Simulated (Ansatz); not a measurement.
# FP2: the cost of one run

The runs use Ansatz 0.2.0, Gaussian basis; def2-QZVPP, core rule «outside noble gas», up to 11 orbitals frozen.

Plan: UHF; ROHF; CCSD(T) on UHF.

**1. What is computed**

The geometry is a PBE0/def2-TZVP stationary point (not a proven minimum) of the parent state, kept for this charge and spin.

3 atoms, charge 0, spin multiplicity 6.

Atoms are counted from 1 here; the program's logs count them from 0.

Bond lengths: F1–P2 1.607 Å, P2–P3 2.278 Å. Angles: F1–P2–P3 98.1°.

Coordinates:

```csv
atom,x (Å),y (Å),z (Å)
F1,0.0000,-0.7712,1.4069
P2,0.0000,0.6376,0.6343
P3,0.0000,-0.1646,-1.4973
```

**2. UHF**

Input file in.yaml:

```yaml
crystal:
  periodic: [false, false, false]
  atoms:
    - {symbol: F, position_ang: [0.000000, -0.771205, 1.406859]}
    - {symbol: P, position_ang: [0.000000, 0.637627, 0.634340]}
    - {symbol: P, position_ang: [0.000000, -0.164593, -1.497266]}
basis:
  gaussian: {orbitals: "def2-QZVPP.json"}
magnetization: {spin_polarized: true, initial_magnetization: 5}
hamiltonian: {xc: hf}
output: {orbitals: {seedname: orbitals}}
```

Started as:

```
> ansatz run in.yaml --threads 1 --pin off --events-out ev --progress --plain --max-ram 2393MiB
```

Q: Estimate wall time and peak memory on 1 thread of Arm Neoverse V1, shared host.

About 29 s, with a peak of 0.58 GiB.
